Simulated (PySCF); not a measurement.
Question: What does the GFN2-xTB structure of InChI=1S/C3H8O2/c4-2-1-3-5/h4-5H,1-3H2 look like in three dimensions?

Answer: 
```xyz
13
C3H8O2 angstrom
O     -1.4098    1.2616    0.2759
C     -1.2960    0.0463   -0.4168
C      0.1525   -0.2932   -0.7869
C      1.0094   -0.5618    0.4526
O      1.1108    0.5578    1.3084
H     -0.8042    1.2179    1.0318
H     -1.7191   -0.7781    0.1777
H     -1.8955    0.1587   -1.3239
H      0.5777    0.5407   -1.3514
H      0.1635   -1.1798   -1.4210
H      0.5550   -1.3475    1.0613
H      2.0097   -0.8976    0.1453
H      1.5416    1.2753    0.8292
```

Any rigid rotation of these coordinates is as good. Atoms count from 1 in this order. Of the pairs four or more bonds apart, those above aside, C4···H6 is among the closest relative to their van der Waals radii: 2.61 Å, 90 % of the sum of Bondi's values. H6 on O1 lies 2.04 Å from O5, 5 bonds away (angle at H 135°; Bondi radii sum to 2.72 Å).

Bonds between heavy atoms (Å): O1–C2 1.403, C2–C3 1.533, C3–C4 1.531, C4–O5 1.413.

The geometry is computed with GFN2-xTB (gas phase).

GFN2-xTB frequencies: not computed here. One conformer, not necessarily the lowest (H–O1–C2–C3 -53°, O1–C2–C3–C4 66°, C2–C3–C4–O5 -62°, C3–C4–O5–H -62°).
